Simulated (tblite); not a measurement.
C₄H₃OS (doublet state).
Structure used (GFN2-xTB), in Å, numbered top down from 1:
```
atom  x, y, z in Å
S1     2.5275   -0.7254   -0.0608
C2     0.8128   -0.4485   -0.2466
C3    -0.2560   -1.2815   -0.2315
C4    -1.4169   -0.5158   -0.4337
C5    -0.9674    0.7639   -0.5623
O6     0.3822    0.8229   -0.4521
H7     2.8373    0.5616   -0.2019
H8    -2.4271   -0.8617   -0.4784
H9    -1.4788    1.6904   -0.7267
```

Level: GFN2-xTB in tblite, geometry and Hessian alike; calculated harmonic values, unscaled, isolated species. Against measured fundamentals such values can be off by several per cent, at times by over 20. Modes of hydrogen on sulfur can be 10 to 20 % off. One conformer, not necessarily the lowest. Open shells enter through the occupations alone, without spin polarisation, and single modes of such species can be off by tens of per cent.

Harmonic wavenumbers (cm⁻¹): 166.9, 213.2, 253.9, 367.9, 468.6, 574.9, 690.5, 816.6, 823.1, 846.2, 867.7, 1050.0, 1075.5, 1156.4, 1165.6, 1323.8, 1444.7, 1528.4, 2438.9, 3171.3, 3203.7.

A = 10076, B = 2143, C = 1767 MHz; mass 98.990 u (most abundant isotopes); point group Cs, symmetry number 1; spin multiplicity 2.

**Question.** Zero-point energy?

**Answer.** ½Σν̃ = 11824 cm⁻¹ = 141.45 kJ/mol.

**Question.** What is S at 298.15 K and 1 bar for an ideal gas of classical rigid rotors and harmonic oscillators?

**Answer.** Translation 166.16, rotation 111.02, vibration 41.17, spin (R ln 2) 5.76: S = 324.1 J/(mol K).

**Question.** And Cp and H(298.15 K) − H(0)?

**Answer.** Cp = 91.83 J/(mol K), of which vibrations give 58.58 (their classical limit is 21 R = 174.6); H(298.15 K) − H(0) = 17.55 kJ/mol without the zero-point energy, 7.63 from vibrations.

**Question.** Which modes carry the vibrational entropy at 298.15 K?

**Answer.** 166.9 cm⁻¹: 10.33; 213.2 cm⁻¹: 8.44; 253.9 cm⁻¹: 7.13; 367.9 cm⁻¹: 4.55; 468.6 cm⁻¹: 3.10; 574.9 cm⁻¹: 2.07 J/(mol K); the other 15 give 5.55 together.

**Question.** How do the functions run with temperature in this model?

**Answer.** 
| T (K) | S (J/(mol K)) | Cp (J/(mol K)) | H − H(0) (kJ/mol) | G − H(0) (kJ/mol) | ln q(vib) |
| --- | --- | --- | --- | --- | --- |
| 50 | 224.1 | 35.9 | 1.69 | -9.52 | 0.01 |
| 100 | 252.4 | 47.4 | 3.76 | -21.48 | 0.18 |
| 373.15 | 346.4 | 107.4 | 25.03 | -104.24 | 2.67 |
| 500 | 381.0 | 128.6 | 40.06 | -150.42 | 4.08 |
| 750 | 438.7 | 155.2 | 75.86 | -253.13 | 6.87 |
| 1000 | 485.6 | 170.7 | 116.76 | -368.85 | 9.49 |

q(vib) and H(0) count from the zero-point level.

Hindered rotation and anharmonicity are outside this model. Other conformers, if any are populated, would add a mixing term that is left out.

Hardware: one thread, INTEL XEON PLATINUM 8581C at 2.30 GHz (x86_64), shared host with 48 logical CPUs at a one-minute load of 10. Cost: 0.13 s wall. This covers the Hessian and the dipole derivatives.
